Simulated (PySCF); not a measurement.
PySCF input (BP86/def2-TZVPD):

```python
from pyscf import gto, scf, dft

mol = gto.M(
    atom='''
    O    -0.00000000   -0.00000000   -0.10852476
    H     0.00000000    0.00000000    0.86819804
    ''',
    basis='def2-tzvpd',
    charge=0,
    spin=1,
    symmetry='C2v',
    verbose=4,
)

mf = dft.UKS(mol, xc='bp86').density_fit(auxbasis='def2-universal-jkfit')
mf.grids.level = 3
mf.conv_tol = 1e-9
mf.max_cycle = 100
mf.max_memory = 1500
mf.kernel()
if not mf.converged:
    mf = mf.newton()
    mf.kernel(mf.make_rdm1())
mf.analyze()
```

Output:

```
PySCF version 2.14.0

[INPUT] verbose = 4
[INPUT] num. atoms = 2
[INPUT] num. electrons = 9
[INPUT] charge = 0
[INPUT] spin (= nelec alpha-beta = 2S) = 1
[INPUT] symmetry C2v subgroup None
[INPUT] Mole.unit = angstrom
[INPUT] Symbol           X                Y                Z      unit          X                Y                Z       unit  Magmom
[INPUT]  1 O      0.000000000000   0.000000000000  -0.108524760000 AA    0.000000000000   0.000000000000  -0.205082074134 Bohr   0.0
[INPUT]  2 H      0.000000000000   0.000000000000   0.868198040000 AA    0.000000000000   0.000000000000   1.640656517484 Bohr   0.0

nuclear repulsion = 4.33430824729391
point group symmetry = Coov, use subgroup C2v
symmetry origin: [ 0.00000000e+00  0.00000000e+00 -8.39878278e-09]
symmetry axis x: [1. 0. 0.]
symmetry axis y: [0. 1. 0.]
symmetry axis z: [0. 0. 1.]
num. orbitals of irrep A1 = 23
num. orbitals of irrep A2 = 4
num. orbitals of irrep B1 = 11
num. orbitals of irrep B2 = 11
number of shells = 19
number of NR pGTOs = 66
number of NR cGTOs = 49
basis = def2-tzvpd
ecp = {}

******** <class 'pyscf.df.df_jk.DFSymAdaptedUKS'> ********
method = DFSymAdaptedUKS
initial guess = minao
damping factor = 0
level_shift factor = 0
DIIS = <class 'pyscf.scf.diis.CDIIS'>
diis_start_cycle = 1
diis_space = 8
diis_damp = 0
SCF conv_tol = 1e-09
SCF conv_tol_grad = None
SCF max_cycles = 100
direct_scf = False
number electrons alpha = 5  beta = 4
XC library pyscf.dft.libxc version 7.1.2
    S. Lehtola, C. Steigemann, M. J. T. Oliveira, and M. A. L. Marques,  SoftwareX 7, 1–5 (2018)
XC functionals = bp86
    A. D. Becke,  Phys. Rev. A 38, 3098 (1988)
    J. P. Perdew,  Phys. Rev. B 33, 8822 (1986)
    J. P. Perdew,  Phys. Rev. B 34, 7406–7406 (1986)
radial grids:
    Treutler-Ahlrichs [JCP 102, 346 (1995); DOI:10.1063/1.469408] (M4) radial grids

becke partition: Becke, JCP 88, 2547 (1988); DOI:10.1063/1.454033
pruning grids: <function nwchem_prune>
grids dens level: 3
symmetrized grids: C2v
atomic radii adjust function: <function treutler_atomic_radii_adjust>
small_rho_cutoff = 0
Freeze 0 electrons in irreps []
    9 free electrons in irreps A1 A2 B1 B2
Set gradient conv threshold to 3.16228e-05
tot grids = 23896
init E= -75.7036451536828
alpha HOMO (B2) = -0.369146329682622  LUMO (A1) = -0.0125621626859385
beta  HOMO (B1) = -0.369146329682623  LUMO (B2) = -0.369146329682622

WARN: HOMO -0.369146329682622 >= LUMO -0.369146329682622

WARN: alpha-B1 HOMO -0.369146329682623 > system LUMO -0.369146329682622

WARN: alpha-B2 HOMO -0.369146329682622 > system LUMO -0.369146329682622

WARN: beta-B1 HOMO -0.369146329682623 > system LUMO -0.369146329682622

cycle= 1 E= -75.7352554006935  delta_E= -0.0316  |g|= 0.277  |ddm|= 0.62
alpha HOMO (B1) = -0.20360444181977  LUMO (A1) = -0.00323822856157818
beta  HOMO (B1) = -0.183175749940343  LUMO (B2) = -0.160414226211833
  HOMO = -0.18317574994  LUMO = -0.160414226212  gap/eV = 0.61937
cycle= 2 E= -75.6831688172515  delta_E= 0.0521  |g|= 0.465  |ddm|= 0.375
alpha HOMO (B1) = -0.303603140686151  LUMO (A1) = -0.0160813564799653
beta  HOMO (B1) = -0.281797541461295  LUMO (B2) = -0.252085753268035
  HOMO = -0.281797541461  LUMO = -0.252085753268  gap/eV = 0.80850
cycle= 3 E= -75.7656046276368  delta_E= -0.0824  |g|= 0.0223  |ddm|= 0.24
alpha HOMO (B1) = -0.296307886567563  LUMO (A1) = -0.0120465060836423
beta  HOMO (B1) = -0.274636166466955  LUMO (B2) = -0.239999658803124
  HOMO = -0.274636166467  LUMO = -0.239999658803  gap/eV = 0.94251
cycle= 4 E= -75.7657793059908  delta_E= -0.000175  |g|= 0.00636  |ddm|= 0.0128
alpha HOMO (B1) = -0.297255029367704  LUMO (A1) = -0.0129175473321936
beta  HOMO (B1) = -0.275421860672994  LUMO (B2) = -0.240126357330831
  HOMO = -0.275421860673  LUMO = -0.240126357331  gap/eV = 0.96044
cycle= 5 E= -75.7657959763387  delta_E= -1.67e-05  |g|= 0.000579  |ddm|= 0.00424
alpha HOMO (B1) = -0.297337434109827  LUMO (A1) = -0.012882449380939
beta  HOMO (B1) = -0.275392144494563  LUMO (B2) = -0.240102121316256
  HOMO = -0.275392144495  LUMO = -0.240102121316  gap/eV = 0.96029
cycle= 6 E= -75.76579621868  delta_E= -2.42e-07  |g|= 9.89e-05  |ddm|= 0.00054
alpha HOMO (B1) = -0.297348219914175  LUMO (A1) = -0.0128615966080048
beta  HOMO (B1) = -0.275370428085004  LUMO (B2) = -0.240080176561329
  HOMO = -0.275370428085  LUMO = -0.240080176561  gap/eV = 0.96030
cycle= 7 E= -75.7657962297558  delta_E= -1.11e-08  |g|= 1.32e-05  |ddm|= 0.000156
alpha HOMO (B1) = -0.297346676815789  LUMO (A1) = -0.0128616089439859
beta  HOMO (B1) = -0.275367468515003  LUMO (B2) = -0.240078515526541
  HOMO = -0.275367468515  LUMO = -0.240078515527  gap/eV = 0.96026
cycle= 8 E= -75.7657962299023  delta_E= -1.46e-10  |g|= 3.68e-06  |ddm|= 2.04e-05
alpha HOMO (B1) = -0.297348554468041  LUMO (A1) = -0.0128615209764931
beta  HOMO (B1) = -0.275369557267016  LUMO (B2) = -0.240080472408363
  HOMO = -0.275369557267  LUMO = -0.240080472408  gap/eV = 0.96026
Extra cycle  E= -75.7657962298966  delta_E= 5.64e-12  |g|= 5.72e-06  |ddm|= 4.83e-06
converged SCF energy = -75.7657962298966  <S^2> = 0.75210832  2S+1 = 2.0021072
**** SCF Summaries ****
Total Energy =                         -75.765796229896608
Nuclear Repulsion Energy =               4.334308247293910
One-electron Energy =                 -112.553778981296489
Two-electron Energy =                   32.453674504105976
Two-electron Coulomb Energy =           41.333089028628756
DFT Exchange-Correlation Energy =       -8.879414524522776
HOMO-LUMO gap [eV] =                     0.960264910381328
Wave-function symmetry = B2
alpha occupancy for each irrep:     A1   A2   B1   B2
                                     3    0    1    1
beta  occupancy for each irrep:     A1   A2   B1   B2
                                     3    0    1    0
**** MO energy ****
alpha MO #1 (A1 #1), energy= -18.8492541168594 occ= 1
alpha MO #2 (A1 #2), energy= -0.936483969860056 occ= 1
alpha MO #3 (A1 #3), energy= -0.432666399558002 occ= 1
alpha MO #4 (B2 #1), energy= -0.369044101483279 occ= 1
alpha MO #5 (B1 #1), energy= -0.297348554468041 occ= 1
alpha MO #6 (A1 #4), energy= -0.0128615209764931 occ= 0
alpha MO #7 (B2 #2), energy= 0.0714275355926615 occ= 0
alpha MO #8 (B1 #2), energy= 0.0762817502758664 occ= 0
alpha MO #9 (A1 #5), energy= 0.079291103763552 occ= 0
alpha MO #10 (A1 #6), energy= 0.140366785649057 occ= 0
alpha MO #11 (B2 #3), energy= 0.191876164813783 occ= 0
alpha MO #12 (B1 #3), energy= 0.194769722930977 occ= 0
alpha MO #13 (A1 #7), energy= 0.234590195422548 occ= 0
alpha MO #14 (A2 #1), energy= 0.33972814750529 occ= 0
alpha MO #15 (A1 #8), energy= 0.340723838898164 occ= 0
alpha MO #16 (A1 #9), energy= 0.39675453209194 occ= 0
alpha MO #17 (B2 #4), energy= 0.440507566404304 occ= 0
alpha MO #18 (B1 #4), energy= 0.451932195711332 occ= 0
alpha MO #19 (B2 #5), energy= 0.570639133889448 occ= 0
alpha MO #20 (B1 #5), energy= 0.593986915827447 occ= 0
alpha MO #21 (A1 #10), energy= 0.594265717999994 occ= 0
alpha MO #22 (A1 #11), energy= 0.635446303042686 occ= 0
alpha MO #23 (A1 #12), energy= 0.872702724849908 occ= 0
alpha MO #24 (B2 #6), energy= 1.42969652514702 occ= 0
alpha MO #25 (B1 #6), energy= 1.45470469269738 occ= 0
alpha MO #26 (A1 #13), energy= 1.57061861523524 occ= 0
alpha MO #27 (A2 #2), energy= 1.57598425872225 occ= 0
alpha MO #28 (A1 #14), energy= 1.63140000893467 occ= 0
alpha MO #29 (B2 #7), energy= 1.98204924839527 occ= 0
alpha MO #30 (B1 #7), energy= 2.01117083339357 occ= 0
alpha MO #31 (A1 #15), energy= 2.32874432666551 occ= 0
alpha MO #32 (B2 #8), energy= 2.52828328781737 occ= 0
alpha MO #33 (A1 #16), energy= 2.58264814970934 occ= 0
alpha MO #34 (B1 #8), energy= 2.58698711878216 occ= 0
alpha MO #35 (A1 #17), energy= 2.86725108778231 occ= 0
alpha MO #36 (A1 #18), energy= 3.63696459054591 occ= 0
alpha MO #37 (A2 #3), energy= 4.92995169689838 occ= 0
alpha MO #38 (A1 #19), energy= 4.93028632025603 occ= 0
alpha MO #39 (B2 #9), energy= 4.94248208455043 occ= 0
alpha MO #40 (B1 #9), energy= 4.94255175920358 occ= 0
alpha MO #41 (B2 #10), energy= 5.21822124433407 occ= 0
alpha MO #42 (B1 #10), energy= 5.27076360216269 occ= 0
alpha MO #43 (A1 #20), energy= 5.9480401123186 occ= 0
alpha MO #44 (A2 #4), energy= 6.12333941421287 occ= 0
alpha MO #45 (A1 #21), energy= 6.12788525942049 occ= 0
alpha MO #46 (B2 #11), energy= 6.2297335920221 occ= 0
alpha MO #47 (B1 #11), energy= 6.29253162843099 occ= 0
alpha MO #48 (A1 #22), energy= 6.77961101763144 occ= 0
alpha MO #49 (A1 #23), energy= 42.936924189571 occ= 0
beta  MO #1 (A1 #1), energy= -18.8261099736105 occ= 1
beta  MO #2 (A1 #2), energy= -0.880701596287572 occ= 1
beta  MO #3 (A1 #3), energy= -0.410761870844468 occ= 1
beta  MO #4 (B1 #1), energy= -0.275369557267016 occ= 1
beta  MO #5 (B2 #1), energy= -0.240080472408363 occ= 0
beta  MO #6 (A1 #4), energy= -0.00718078931717514 occ= 0
beta  MO #7 (B1 #2), energy= 0.077265129174991 occ= 0
beta  MO #8 (A1 #5), energy= 0.0815815212757229 occ= 0
beta  MO #9 (B2 #2), energy= 0.0840661303408591 occ= 0
beta  MO #10 (A1 #6), energy= 0.144831129705565 occ= 0
beta  MO #11 (B1 #3), energy= 0.19415015275951 occ= 0
beta  MO #12 (B2 #3), energy= 0.197905280990623 occ= 0
beta  MO #13 (A1 #7), energy= 0.241252065593244 occ= 0
beta  MO #14 (A2 #1), energy= 0.35164842255276 occ= 0
beta  MO #15 (A1 #8), energy= 0.358155353507087 occ= 0
beta  MO #16 (A1 #9), energy= 0.401598873613587 occ= 0
beta  MO #17 (B1 #4), energy= 0.453072337938658 occ= 0
beta  MO #18 (B2 #4), energy= 0.460676274661151 occ= 0
beta  MO #19 (A1 #10), energy= 0.6004028041854 occ= 0
beta  MO #20 (B1 #5), energy= 0.601230912792275 occ= 0
beta  MO #21 (B2 #5), energy= 0.620379843922544 occ= 0
beta  MO #22 (A1 #11), energy= 0.6474875580817 occ= 0
beta  MO #23 (A1 #12), energy= 0.893599861796091 occ= 0
beta  MO #24 (B1 #6), energy= 1.4555201309362 occ= 0
beta  MO #25 (B2 #6), energy= 1.45934013182856 occ= 0
beta  MO #26 (A2 #2), energy= 1.6276090229997 occ= 0
beta  MO #27 (A1 #13), energy= 1.63291145195806 occ= 0
beta  MO #28 (A1 #14), energy= 1.64862163635778 occ= 0
beta  MO #29 (B1 #7), energy= 2.01352075267538 occ= 0
beta  MO #30 (B2 #7), energy= 2.01988250240329 occ= 0
beta  MO #31 (A1 #15), energy= 2.33673764193895 occ= 0
beta  MO #32 (A1 #16), energy= 2.5921778120077 occ= 0
beta  MO #33 (B1 #8), energy= 2.60721672251246 occ= 0
beta  MO #34 (B2 #8), energy= 2.64661472062539 occ= 0
beta  MO #35 (A1 #17), energy= 2.91136256090256 occ= 0
beta  MO #36 (A1 #18), energy= 3.6678252151339 occ= 0
beta  MO #37 (A2 #3), energy= 4.98122756965913 occ= 0
beta  MO #38 (A1 #19), energy= 4.98976285912354 occ= 0
beta  MO #39 (B1 #9), energy= 5.02461102046984 occ= 0
beta  MO #40 (B2 #9), energy= 5.02967769194463 occ= 0
beta  MO #41 (B1 #10), energy= 5.27815109341152 occ= 0
beta  MO #42 (B2 #10), energy= 5.29103413044112 occ= 0
beta  MO #43 (A1 #20), energy= 5.99350225628707 occ= 0
beta  MO #44 (A2 #4), energy= 6.2216607307931 occ= 0
beta  MO #45 (A1 #21), energy= 6.24884767105453 occ= 0
beta  MO #46 (B1 #11), energy= 6.30504621361291 occ= 0
beta  MO #47 (B2 #11), energy= 6.33491843703284 occ= 0
beta  MO #48 (A1 #22), energy= 6.81033862040299 occ= 0
beta  MO #49 (A1 #23), energy= 42.9683776543279 occ= 0
 ** Mulliken pop alpha/beta on meta-lowdin orthogonal AOs **
 ** Mulliken pop       alpha | beta **
pop of  0 O 1s        0.99997 | 0.99997
pop of  0 O 2s        0.91923 | 0.90948
pop of  0 O 3s        0.00229 | 0.00301
pop of  0 O 4s        0.00041 | 0.00049
pop of  0 O 5s        0.00006 | 0.00008
pop of  0 O 6s        0.00000 | 0.00000
pop of  0 O 2px       0.99479 | 0.99268
pop of  0 O 2py       0.99741 | 0.00000
pop of  0 O 2pz       0.75989 | 0.74604
pop of  0 O 3px       0.00133 | 0.00264
pop of  0 O 3py       0.00000 | 0.00000
pop of  0 O 3pz       0.00124 | 0.00118
pop of  0 O 4px       0.00000 | 0.00001
pop of  0 O 4py       0.00001 | 0.00000
pop of  0 O 4pz       0.00019 | 0.00016
pop of  0 O 5px       0.00024 | 0.00025
pop of  0 O 5py       0.00014 | 0.00000
pop of  0 O 5pz       0.00009 | 0.00010
pop of  0 O 3dxy      0.00000 | 0.00000
pop of  0 O 3dyz      0.00124 | 0.00000
pop of  0 O 3dz^2     0.00351 | 0.00346
pop of  0 O 3dxz      0.00125 | 0.00120
pop of  0 O 3dx2-y2    0.00032 | 0.00004
pop of  0 O 4dxy      0.00000 | 0.00000
pop of  0 O 4dyz      0.00028 | 0.00000
pop of  0 O 4dz^2     0.00038 | 0.00033
pop of  0 O 4dxz      0.00032 | 0.00033
pop of  0 O 4dx2-y2    0.00000 | 0.00000
pop of  0 O 5dxy      0.00000 | 0.00000
pop of  0 O 5dyz      0.00006 | 0.00000
pop of  0 O 5dz^2     0.00006 | 0.00008
pop of  0 O 5dxz      0.00007 | 0.00007
pop of  0 O 5dx2-y2    0.00000 | 0.00000
pop of  0 O 4f-3      0.00004 | 0.00000
pop of  0 O 4f-2      0.00000 | 0.00000
pop of  0 O 4f-1      0.00000 | 0.00000
pop of  0 O 4f+0      0.00022 | 0.00034
pop of  0 O 4f+1      0.00003 | 0.00006
pop of  0 O 4f+2      0.00002 | 0.00000
pop of  0 O 4f+3      0.00004 | 0.00000
pop of  1 H 1s        0.30235 | 0.32491
pop of  1 H 2s        0.00613 | 0.00642
pop of  1 H 3s        0.00337 | 0.00336
pop of  1 H 2px       0.00189 | 0.00261
pop of  1 H 2py       0.00069 | 0.00000
pop of  1 H 2pz       0.00016 | 0.00033
pop of  1 H 3px       0.00003 | 0.00015
pop of  1 H 3py       0.00013 | 0.00000
pop of  1 H 3pz       0.00010 | 0.00019
In total             5.00000 | 4.00000
 ** Mulliken atomic charges   ( Nelec_alpha | Nelec_beta ) **
charge of  0O =     -0.34718  (     4.68515      3.66203 )
charge of  1H =      0.34718  (     0.31485      0.33797 )
Dipole moment(X, Y, Z, Debye):  0.00000,  0.00000,  1.60022
```
